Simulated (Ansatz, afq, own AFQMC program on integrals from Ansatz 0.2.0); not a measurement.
# BNH2⁺, doublet in cc-pVDZ, levels against CCSDT(Q)

```xyz
4

B     0.0000    0.0000    0.8600
N     0.0000    0.0000   -0.5115
H     0.0000    0.8509   -1.0580
H     0.0000   -0.8509   -1.0580
```

Connectivity, by distances: B–NH2.

Basis cc-pVDZ. Noble-gas cores (and the filled d shells of Ga–Kr and In–Xe) are frozen. Ansatz 0.2.0 and our own AFQMC program on the same integrals; the CISD trial comes from CCSD amplitudes, and released means the phaseless constraint is let go. Uncertainties: one standard error, sampling alone.

Determinant: UHF, the one that the program's search chose, which needn't be the lowest solution. The geometry is a PBE0/def2-TZVP stationary point of this or a neighbouring charge and spin state.

No full CI on the walks' own integrals is used here; CCSDT(Q) serves as the reference and is uncertain by about the last step of the cluster series.

The T1 diagnostic is 0.0205 and the weight of the determinant in the CISD state is 0.912. The ⟨S²⟩ of the determinant is 0.776. The size of the correlated space is 9 electrons in 36 orbitals.

Reference: CCSDT(Q), correlation energy -6.277 eV. The released energy is read at 2.40 1/Eh (meV from the phaseless value at times in 1/Eh: -16 ± 13 at 0.24, -19 ± 13 at 0.51, 0 ± 10 at 0.99, -19 ± 15 at 1.62, -14 ± 16 at 2.40).

| level | E − E(reference) (mEh) | share of correlation (%) |
| --- | --- | --- |
| HF | 230.67 | 0.00 |
| MP2 | 25.49 | 88.95 |
| CCSD | 8.22 | 96.44 |
| CCSD(T) | 1.34 | 99.42 |
| CCSDT | 0.59 | 99.75 |
| ph-AFQMC/HF | -1.04 ± 2.04 | 100.45 |
| ph-AFQMC/CISD | 0.31 ± 0.44 | 99.87 |
| released AFQMC | -0.20 ± 0.58 | 100.09 |

A walk keeps the symmetry of its determinant, which the program's search chose and which needn't be the lowest solution, so a lower state of the same spin and another symmetry isn't excluded. Released energies are given only where the last usable release times agree within the noise; a slower fall can still hide under it.
